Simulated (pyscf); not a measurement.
A first-order saddle from PySCF, ωB97X-D3(BJ)/def2-SVP:

```xyz
9

As     0.7832     1.2944     0.3709
H     -0.7880     1.1337    -0.3445
H      1.7631     0.3029     1.0406
H      1.2230     0.7470    -1.0074
Si    -1.2139    -0.2900     0.5582
H     -0.2685     0.7062     1.6249
H     -1.4699    -0.9714    -0.7596
H     -0.8683    -1.4617     1.4369
H     -2.3912     0.4776     1.0445
```
Charge 0, spin multiplicity 1.

Surface: singlet, charge 0. Lowest wavenumbers (cm⁻¹): 839i, 239, 413, 446, 507.

**Question.** Name the species on either side of this saddle.

**Answer.** `[AsH3]` + `[SiH4]` <-> `[AsH3]` + `[SiH4]`, a four-centre exchange read from left to right: As–H, H–Si broken and As–H, H–Si formed. At CCSD(T)/def2-TZVPP + ΔMP2(QZVPP) it lies +73.3 kcal/mol from the left side and +73.3 kcal/mol from the right (each side as separated species at their lowest minima found). At the saddle there is also a short As–Si contact that neither side keeps. The same reactants have a lower exit, to H₃Si–AsH₂ + H₂ (barrier +65.0 kcal/mol at ωB97M-D3(BJ)/def2-TZVP, against +71.9 kcal/mol here). This is the saddle that the search found; another between the same sides may lie lower. The CCSD(T) − MP2 part came from Ansatz, without density fitting, on the same reference. The frozen core leaves the outer d or s,p core shells of the metals and heavy elements correlated in the MP2 and CC values, and def2-TZVPP describes them poorly, which can shift differences by a few kcal/mol. Elements up to Kr have no core potential and no relativistic terms here.
